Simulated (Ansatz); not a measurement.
Molecule: CHF$_{2}$, net charge 0, doublet state. It need not be the lowest isomer of its formula. 
Geometry from a B3LYP-D3(BJ)/def2-TZVP (Ansatz, a quantum-chemistry and plane-wave program) optimisation:
```xyz
4

C      0.0374     0.0032     0.5083
F     -0.0384     1.0965    -0.2444
F     -0.0849    -1.0976    -0.2269
H      0.8851    -0.0093     1.1920
```
Charge 0, spin multiplicity 2.

Basis-set convergence of Hartree-Fock and CCSD correlation energies (hartree) with Ansatz. Valence correlation only, unless marked. UHF or UKS for open shells. No spin-orbit coupling. Non-relativistic.

```
basis    functions       E(HF)  E(corr, CCSD)
-------  ---------  ----------  -------------
cc-pVDZ          -  -237.27725       -0.49920
cc-pVTZ        104         ___            ___
```

Some entries are withheld; supply them.


- cc-pVTZ, E(HF): -237.36012
- cc-pVTZ, E(corr, CCSD): -0.64776
